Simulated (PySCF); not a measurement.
Isomers of C3H7OP, mass 90.023 u with the commonest isotopes. Method: CAM-B3LYP/def2-SVPD in PySCF (dipole) on a GFN2-xTB geometry, gas phase. One conformer each, none proved a minimum here; rigid rotors.

Question: Order these by out-of-plane moment Σ m c² = (Ia + Ib − Ic)/2, smallest first.
A. `[CH2:1]=[P:2][CH2:3][O:4][CH3:5]` with C1–P2–C3–O4 34°, P2–C3–O4–C5 74°
B. `O=[P@@H]1[C@H](C)C1`
C. `[O:1]=[PH:2]1[CH2:3][CH2:4][CH2:5]1` with O1–P2–C3–C4 -138°, P2–C3–C4–C5 20°, C3–C4–C5–P2 -20°, O1–P2–C5–C4 138°
D. `[H]/[P:5]=[C:3](/[O:2][CH3:1])[CH3:4]` with C1–O2–C3–C4 178°

Answer: D (3.16 u·Å²), C (13.17 u·Å²), B (18.97 u·Å²), A (22.94 u·Å²).

Question: Order these by dipole moment, smallest first.
A. `[H]/[P:5]=[C:3](/[O:2][CH3:1])[CH3:4]` with C1–O2–C3–C4 178°
B. `C[C@@H]1C[P@@H]1=O`
C. `[CH2:1]=[P:2][CH2:3][O:4][CH3:5]` with C1–P2–C3–O4 34°, P2–C3–O4–C5 74°
D. `[O:1]=[PH:2]1[CH2:3][CH2:4][CH2:5]1` with O1–P2–C3–C4 -138°, P2–C3–C4–C5 20°, C3–C4–C5–P2 -20°, O1–P2–C5–C4 138°

Answer: C (0.89 D), A (1.08 D), B (4.11 D), D (4.46 D).

Question: Order these by rotational constant A, largest first.
A. `C[C@@H]1C[P@@H]1=O`
B. `[O:1]=[PH:2]1[CH2:3][CH2:4][CH2:5]1` with O1–P2–C3–C4 -138°, P2–C3–C4–C5 20°, C3–C4–C5–P2 -20°, O1–P2–C5–C4 138°
C. `[H]/[P:5]=[C:3](/[O:2][CH3:1])[CH3:4]` with C1–O2–C3–C4 178°
D. `[CH2:1]=[P:2][CH2:3][O:4][CH3:5]` with C1–P2–C3–O4 34°, P2–C3–O4–C5 74°

Answer: B (8686 MHz), D (7224 MHz), A (6742 MHz), C (4791 MHz).

| SMILES | point group | Ia (u·Å²) | Ib (u·Å²) | Ic (u·Å²) | κ | μa (D) | μb (D) | μc (D) |
| --- | --- | --- | --- | --- | --- | --- | --- | --- |
| [H]/P=C(\C)OC | – | 105.49 | 130.23 | 229.41 | 0.30 | 0.62 | 0.89 | 0.05 |
| O=[PH]1CCC1 | Cs | 58.18 | 148.31 | 180.15 | -0.80 | 4.26 | 0.00 | 1.31 |
| C=PCOC | C1 | 69.95 | 188.99 | 213.05 | -0.88 | 0.73 | 0.05 | 0.51 |
| C[C@@H]1C[P@@H]1=O | C1 | 74.96 | 145.77 | 182.78 | -0.65 | 2.66 | 2.76 | 1.50 |
